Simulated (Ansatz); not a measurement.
Compare A (`CC=C=N`) with its isomer B (`C1=CNC1`).

Isolated molecules relaxed with PBE0-D4/def2-TZVP in Ansatz; ΔE leaves out vibrations. CBS: MP2 limit from def2 TZ/QZ plus the TZ coupled-cluster correction, frozen cores. Functionals use def2-TZVPP. Each species was taken in one conformer, which may not be the lowest.

Which is lower in electronic energy at CCSD(T)/CBS, and by how much? (Estimate.)

Computed: A, by 14.0 kcal/mol.

Give E(B) − E(A) in kcal/mol with MP2/def2-TZVPP, CCSD(T)/def2-TZVPP, ωB97M-V, r2SCAN-D4, LDA (SPW92), BLYP-D4, HF/def2-TZVPP. (Estimate.)

Ansatz gave: MP2/def2-TZVPP 13.9, CCSD(T)/def2-TZVPP 15.0, ωB97M-V 15.2, r2SCAN-D4 17.8, LDA (SPW92) 10.8, BLYP-D4 21.4, HF/def2-TZVPP 19.6. None reverses the order clearly.

Does the order hold for the free energy at 298.15 K (harmonic terms from PBE0-D4)? (An estimate is asked.)

Computed: Yes: G(B) − G(A) = +16.5 kcal/mol, for one conformer each.

Largest T1 diagnostic: 0.013.

Leaving LDA and LC-ωPBE aside and taking each functional with its dispersion term where it has one, the values, not all of them listed here, spread over 8.8 kcal/mol, from PBE-QIDH to BLYP-D4. LDA lies −5.5 kcal/mol from PBE without D4. From r2SCAN to r2SCAN0 (25 % exact exchange), in def2-TZVPP and without D4, E(B) − E(A) moves by −2.2 kcal/mol.
